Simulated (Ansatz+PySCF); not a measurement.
Values are calculated unless marked as measured or tabulated.
Input for Ansatz (development build ahead of 0.2.0):

```yaml
crystal:
  periodic: [false, false, false]
  atoms:
    - { symbol: F, position_ang: [0.0, -0.08525, -1.8757] }
    - { symbol: C, position_ang: [0.0, 0.51397, -0.706] }
    - { symbol: C, position_ang: [0.0, -0.00077, 0.52343] }
    - { symbol: H, position_ang: [0.0, 0.65049, 1.38549] }
    - { symbol: H, position_ang: [0.0, -1.07844, 0.67279] }
basis:
  gaussian: { orbitals: cc-pVTZ }
magnetization:
  initial_magnetization: 1
hamiltonian:
  xc: hf
correlation:
  method: mp2
  frozen_orbitals: { C: 1, F: 1, H: 0 }
output:
  forces: true
```

The input is written out in the form of the current development build from the run's settings. Correlation on restricted open-shell orbitals is semicanonical, with singles.

Results

- Converged: yes
- Reference energy: -176.29751 hartree
- Correlation energy: -0.54395 hartree
- Total energy: -176.84146 hartree
- Spin squared of the determinant: 0.750
- Stability test: minimum among restricted orbitals
- Occupied orbitals by symmetry in an Abelian subgroup (alpha; beta): 10 A' 2 A''; 9 A' 2 A''

Forces (eV/Å):
```json
{"atom": "F1", "Fx": "0.000", "Fy": "0.111", "Fz": "0.332"}
{"atom": "C2", "Fx": "0.000", "Fy": "-0.426", "Fz": "0.599"}
{"atom": "C3", "Fx": "0.000", "Fy": "0.132", "Fz": "-0.594"}
{"atom": "H4", "Fx": "0.000", "Fy": "-0.014", "Fz": "-0.214"}
{"atom": "H5", "Fx": "0.000", "Fy": "0.197", "Fz": "-0.123"}
```

Caution: forces differ strongly between restricted and unrestricted references.
